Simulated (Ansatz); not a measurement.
This Ansatz (a first-principles code) input (CCSD(T)/6-311G**) gives -76.56214 Eh with 36 basis functions. A basis named .json is the Basis Set Exchange file of that set (core-valence sets with the plain set on hydrogen).

Ansatz 0.2 input:
```yaml
crystal:
  periodic: [false, false, false]
  atoms:
    - {symbol: O, position_ang: [0.06462128, 0.00157913, 0.02700513]}
    - {symbol: H, position_ang: [0.00178962, 0.80279151, -0.53584283]}
    - {symbol: H, position_ang: [0.01908461, -0.83637053, -0.48137831]}
    - {symbol: H, position_ang: [-0.53784446, 0.02094599, 0.80118010]}
basis:
  gaussian:
    orbitals: 6-311G__.json
total_charge: 1
magnetization: {spin_polarized: false}
correlation: {method: ccsd_t, electrons: outside_noble_gas}
```

Change:
```diff
- orbitals: 6-311G__.json
+ orbitals: cc-pV5Z
```

Task: What does the run give now?

Result: -76.64284 Eh (CCSD(T)/cc-pV5Z, 256 functions), a change of -80.70 mEh.
